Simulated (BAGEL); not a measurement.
**RI-MP2/6-311+G(d,p) (density fitting with qzvpp-jkfit) run of AlNH3Cl (SMILES [NH2][AlH][Cl])**

What is the energy change on altering one bond length of AlNH3Cl at RI-MP2/6-311+G** (density fitting with qzvpp-jkfit)? 

The results are computed with BAGEL 1.2.2.

5 further runs of the same task are left out: 3 that didn't finish, 2 set aside as unsound or not needed. Runs told in other sessions of the task aren't counted.

**1. The molecule**

The species is AlNH3Cl (6 atoms), meant as a singlet with charge 0. SMILES: `[NH2][AlH][Cl]`. Geometry: relaxed at PBE0-D4/def2-TZVP.

Bond lengths: N1–Al2 1.756 Å, Al2–Cl3 2.098 Å, N1–H4 1.007 Å, N1–H5 1.007 Å, Al2–H6 1.570 Å. Angles: N1–Al2–Cl3 117.5°, N1–Al2–H6 121.9°, Cl3–Al2–H6 120.6°, Al2–N1–H4 124.3°, Al2–N1–H5 125.0°, H4–N1–H5 110.7°.

**2. The energy at RI-MP2/6-311+G(d,p) (density fitting with qzvpp-jkfit)**

input.json reads:

```json
{ "bagel": [

{
  "title": "molecule",
  "basis": "6-311+gss.json",
  "df_basis": "qzvpp-jkfit",
  "angstrom": true,
  "geometry": [
    { "atom": "N", "xyz": [   -0.631100,    0.250900,   -0.718800 ] },
    { "atom": "Al", "xyz": [    0.477600,   -0.073800,    0.603600 ] },
    { "atom": "Cl", "xyz": [    1.413500,   -1.951500,    0.645600 ] },
    { "atom": "H", "xyz": [   -1.134300,    1.115000,   -0.838800 ] },
    { "atom": "H", "xyz": [   -0.852600,   -0.395100,   -1.458900 ] },
    { "atom": "H", "xyz": [    0.769000,    0.990400,    1.721000 ] }
  ]
},
{
  "title": "hf"
},
{
  "title": "mp2",
  "ncore": 11
}

]}
```

The basis set 6-311+G** is read from a file made from the Basis Set Exchange's data (not shown).

Launch:

```console
$ BAGEL_NUM_THREADS=1 BAGEL input.json > input.out
```

Output:

```text
* using 1 threads per process

  ===============================================================
  ===============================================================

  *** Geometry ***

  { "atom" : "N", "xyz" : [     -1.192606,      0.474132,     -1.358335 ] },
  { "atom" : "Al", "xyz" : [      0.902533,     -0.139462,      1.140639 ] },
  { "atom" : "Cl", "xyz" : [      2.671128,     -3.687801,      1.220007 ] },
  { "atom" : "H", "xyz" : [     -2.143516,      2.107045,     -1.585102 ] },
  { "atom" : "H", "xyz" : [     -1.611180,     -0.746631,     -2.756921 ] },
  { "atom" : "H", "xyz" : [      1.453199,      1.871585,      3.252219 ] },

  Number of auxiliary basis functions:      387

  Since a DF basis is specified, we compute 2- and 3-index integrals:
    o Being stored without compression. Storage requirement is 0.031 GB

  Number of basis functions:      100
  Number of electrons      :       40

    * METHOD: MOLECULE                             0.13

  *** RHF ***

  === Nuclear Repulsion ===
   128.9619128155

      * DIIS with orbital gradients will be used.

  === RHF iteration (6-311+gss.json) ===
      0       -757.42707205          0.03282995           0.05
      1       -757.62539218          0.02296162           0.05
      2       -757.75573669          0.00170921           0.05
      3       -757.75745739          0.00049932           0.05
      4       -757.75759833          0.00009198           0.05
      5       -757.75760471          0.00001824           0.05
      6       -757.75760499          0.00000533           0.05
      7       -757.75760502          0.00000119           0.05
      8       -757.75760502          0.00000037           0.05
      9       -757.75760502          0.00000017           0.05
     10       -757.75760502          0.00000004           0.04
     11       -757.75760502          0.00000001           0.05
     12       -757.75760502          0.00000000           0.05
    * SCF iteration converged.

    * Permanent dipole moment:
           (    0.567993,    -0.684812,     0.329759) a.u.

    * METHOD: HF                                   0.74

  *** RHF ***

  === Nuclear Repulsion ===
   128.9619128155

      * DIIS with orbital gradients will be used.

  === RHF iteration (6-311+gss.json) ===
      0       -757.75760502          0.00000000           0.04
    * SCF iteration converged.

    * Permanent dipole moment:
           (    0.567993,    -0.684812,     0.329759) a.u.

  === DF-MP2 calculation ===

    * freezing 11 orbitals
    * 3-index integral transformation done
    * assembly done

      MP2 correlation energy:   -0.3859069599      0.02

      MP2 total energy:       -758.1435119774

    * METHOD: MP2                                  0.13

  ===============================================================
```

Wall time 1.1 s (1 thread of Arm Neoverse V2, shared host); peak memory 0.11 GiB.

**3. The distorted shape**

mp2.json reads:

```json
{ "bagel" : [

{
  "title" : "molecule",
  "basis" : "6-311+gss.json",
  "df_basis" : "qzvpp-jkfit",
  "angstrom" : true,
  "geometry" : [
    { "atom" : "N", "xyz" : [   -0.520341,    0.573927,   -0.348719 ] },
    { "atom" : "Al", "xyz" : [    0.588359,    0.249227,    0.973681 ] },
    { "atom" : "Cl", "xyz" : [    1.524259,   -1.628473,    1.015681 ] },
    { "atom" : "H", "xyz" : [   -1.023541,    1.438027,   -0.468719 ] },
    { "atom" : "H", "xyz" : [   -0.852600,   -0.395100,   -1.458900 ] },
    { "atom" : "H", "xyz" : [    0.879759,    1.313427,    2.091081 ] }
  ]
},
{ "title" : "hf", "charge" : 0 },
{ "title" : "mp2", "charge" : 0, "ncore" : 11 }

]}
```

The basis set 6-311+G** is read from a file made from the Basis Set Exchange's data (not shown).

Launch:

```console
$ BAGEL_NUM_THREADS=1 BAGEL mp2.json > mp2.out
```

Output:

```text
* using 1 threads per process

  ===============================================================
  ===============================================================

  *** Geometry ***

  { "atom" : "N", "xyz" : [     -0.983302,      1.084565,     -0.658983 ] },
  { "atom" : "Al", "xyz" : [      1.111837,      0.470971,      1.839990 ] },
  { "atom" : "Cl", "xyz" : [      2.880432,     -3.077368,      1.919359 ] },
  { "atom" : "H", "xyz" : [     -1.934212,      2.717477,     -0.885751 ] },
  { "atom" : "H", "xyz" : [     -1.611180,     -0.746631,     -2.756921 ] },
  { "atom" : "H", "xyz" : [      1.662504,      2.482017,      3.951570 ] },

  Number of auxiliary basis functions:      387

  Since a DF basis is specified, we compute 2- and 3-index integrals:
    o Being stored without compression. Storage requirement is 0.031 GB

  Number of basis functions:      100
  Number of electrons      :       40

    * METHOD: MOLECULE                             0.13

  *** RHF ***

  === Nuclear Repulsion ===
   127.1160930479

      * DIIS with orbital gradients will be used.

  === RHF iteration (6-311+gss.json) ===
      0       -757.28005192          0.03406637           0.05
      1       -757.42758149          0.02897054           0.05
      2       -757.65288223          0.00215020           0.05
      3       -757.65563203          0.00073544           0.04
      4       -757.65597418          0.00019180           0.05
      5       -757.65600638          0.00005969           0.05
      6       -757.65601018          0.00001527           0.05
      7       -757.65601039          0.00000427           0.05
      8       -757.65601040          0.00000219           0.05
      9       -757.65601041          0.00000084           0.05
     10       -757.65601041          0.00000021           0.05
     11       -757.65601041          0.00000006           0.05
     12       -757.65601041          0.00000002           0.05
     13       -757.65601041          0.00000001           0.05
    * SCF iteration converged.

    * Permanent dipole moment:
           (    0.580518,    -0.643311,     0.374928) a.u.

    * METHOD: HF                                   0.79

  *** RHF ***

  === Nuclear Repulsion ===
   127.1160930479

      * DIIS with orbital gradients will be used.

  === RHF iteration (6-311+gss.json) ===
      0       -757.65601041          0.00000000           0.04
    * SCF iteration converged.

    * Permanent dipole moment:
           (    0.580518,    -0.643310,     0.374927) a.u.

  === DF-MP2 calculation ===

    * freezing 11 orbitals
    * 3-index integral transformation done
    * assembly done

      MP2 correlation energy:   -0.3988872474      0.02

      MP2 total energy:       -758.0548976546

    * METHOD: MP2                                  0.12

  ===============================================================
```

Run time: 1.2 s. Hardware: 1 thread of Arm Neoverse V2, shared host; peak memory 0.11 GiB.

**4. Results**

Level: RI-MP2/6-311+G** (density fitting with qzvpp-jkfit), 11 core orbitals frozen.

| quantity | value |
| --- | --- |
| first shape: total energy | -758.14351 Eh |
| first shape: correlation energy (11 core orbitals frozen) | -385.9 mEh |
| distorted shape: total energy | -758.05490 Eh |
| distorted shape: correlation energy (11 core orbitals frozen) | -398.9 mEh |
| energy change with the N1–H5 bond stretched from 1.007 to 1.511 Å | 2.411 eV |

In words: With the N1–H5 bond stretched from 1.007 to 1.511 Å the energy rises by 2.41 eV (233 kJ/mol). The first shape isn't relaxed at this level, so the change isn't measured from a minimum.
